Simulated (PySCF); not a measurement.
## Relaxation of triplet OF2

Computed with UB3LYP/[O def2-TZVP, F def2-TZVP], no relativity, density fitting, PySCF. A (50,194) grid was used.

A start displaced from a saddle point along its imaginary mode, of C∞v symmetry, held to at least that symmetry:

Coordinates in bohr (charge 0 multiplicity 3):
```
O     0.0000    0.0000   -0.2268
F     0.0000    0.0000    3.0525
F     0.0000    0.0000   -2.8615
```

Optimiser trace:
```json
{"step": "0", "E − E(last) (kJ/mol)": "52.07", "largest gradient (Eh/bohr)": "0.04678"}
{"step": "1", "E − E(last) (kJ/mol)": "21.01", "largest gradient (Eh/bohr)": "0.02483"}
{"step": "2", "E − E(last) (kJ/mol)": "9.53", "largest gradient (Eh/bohr)": "0.02092"}
{"step": "3", "E − E(last) (kJ/mol)": "3.66", "largest gradient (Eh/bohr)": "0.01415"}
{"step": "4", "E − E(last) (kJ/mol)": "1.84", "largest gradient (Eh/bohr)": "0.00542"}
{"step": "5", "E − E(last) (kJ/mol)": "0.86", "largest gradient (Eh/bohr)": "0.00132"}
{"step": "6", "E − E(last) (kJ/mol)": "0.47", "largest gradient (Eh/bohr)": "0.00112"}
{"step": "7", "E − E(last) (kJ/mol)": "0.16", "largest gradient (Eh/bohr)": "0.00022"}
{"step": "8", "E − E(last) (kJ/mol)": "0.09", "largest gradient (Eh/bohr)": "0.00016"}
{"step": "9", "E − E(last) (kJ/mol)": "0.01", "largest gradient (Eh/bohr)": "0.00015"}
{"step": "10", "E − E(last) (kJ/mol)": "0.00", "largest gradient (Eh/bohr)": "0.00005"}
```

It ends at C∞v with O–F 1.348 Å. The molecule has come apart into OF + F. No frequency check is given, so it may be a saddle point.

Final geometry:
```xyz
3
charge 0 multiplicity 3, angstrom
O     0.0000    0.0000   -0.6013
F     0.0000    0.0000    2.5316
F     0.0000    0.0000   -1.9494
```

At this level a singlet minimum of C2v symmetry lies 159 kJ/mol below this structure.

The relaxation took 7.4 s on 4 threads of a shared Arm Neoverse V2 host, with 93 basis functions and 11 gradients; the process peaked at 0.85 GiB.
